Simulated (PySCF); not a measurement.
# Löwdin shares of the frontier orbitals

1,2-epoxypentane, C5H10O.
Numbering: `[CH3:1][CH2:2][CH2:3][C@@H:4]1[CH2:5][O:6]1` (hydrogens: H7, H8, H9 on C1; H10, H11 on C2; H12, H13 on C3; H14 on C4; H15, H16 on C5)

Structure used (GFN2-xTB), in Å, numbered top down from 1:
```xyz
16
C5H10O angstrom
C      1.4792    0.9909    0.1070
C      0.8645    0.3073   -1.1085
C     -0.0760   -0.8378   -0.7297
C     -1.2988   -0.3436    0.0080
C     -1.3870   -0.3653    1.4694
O     -2.0905   -1.2801    0.6794
H      2.0349    0.2743    0.7073
H      2.1641    1.7747   -0.2071
H      0.7081    1.4377    0.7291
H      0.3136    1.0426   -1.6995
H      1.6623   -0.0922   -1.7374
H      0.4482   -1.5658   -0.1076
H     -0.4064   -1.3507   -1.6365
H     -1.8630    0.4257   -0.5182
H     -1.9926    0.3708    1.9869
H     -0.5679   -0.7795    2.0460
```

Level of theory: TDDFT PBE0/def2-SVPD, vertical, gas phase, core orbitals frozen in the response (PySCF 2.14.0, density-fitted response routines).

Frontier orbitals with the atoms that hold most of them (Löwdin shares over 4%, at most four atoms; ? is withheld):

```
orbital  ε (eV)                             atoms
 LUMO+2    1.36  H14 14%, H15 14%, O6 14%, C5 14%
 LUMO+1    1.24  H10 12%, H16 10%, H13 9%, H14 8%
   LUMO    0.76                                 ?
   HOMO       ?       O6 64%, C4 8%, C5 8%, C3 6%
 HOMO-1   -8.48                                 ?
 HOMO-2   -9.56   C2 25%, H10 14%, C1 14%, C3 12%
 HOMO-3   -9.61     C2 23%, C1 17%, C3 16%, H8 8%
```

(1) Give the leading atoms of the LUMO.

(2) Which atoms hold the HOMO-1, and with what shares?

(3) What is the HOMO energy, and the HOMO–LUMO gap?

Answers

(1) C1 (bonded to C and 3 H) 19%; C2 (bonded to 2 C and 2 H) 12%; H8 (bonded to C) 7%; H7 (bonded to C) 6%. By element: carbon 31% or more, hydrogen 14% or more.

(2) C5 (bonded to C, O and 2 H) 25%; O6 (bonded to 2 C) 23%; C4 (bonded to 2 C, O and H) 22%; C3 (bonded to 2 C and 2 H) 10%. By element: carbon 57% or more, oxygen 23%.

(3) ε(HOMO) = -7.83 eV; the gap is 8.59 eV (0.3155 hartree).

Problem. The HOMO–LUMO gap is 8.59 eV. Where does the response calculation put the lowest singlet, and from which orbitals?

Solution. S1 is at 7.57 eV (f = 0.015), 1.01 eV below the gap, made of HOMO→LUMO (92%). Without the coupling terms of the response equations the lowest excitation would equal the gap.

Problem. Give energy, strength and leading configuration of S1 and S5, and follow the Löwdin shares of the leading atoms from the occupied to the empty orbital.

Solution. 
- S1 (7.57 eV, f 0.015), HOMO→LUMO (92%): O6 64% → at most 7%, C4 8% → at most 7%, C1 at most 6% → 19%, C2 at most 6% → 12%
- S5 (8.19 eV, f 0.012), HOMO-1→LUMO (93%): C5 25% → at most 7%, O6 23% → at most 7%, C1 at most 10% → 19%, C2 at most 10% → 12%

Löwdin shares depend on the basis, the more so with diffuse functions.

One conformer stands for the species.
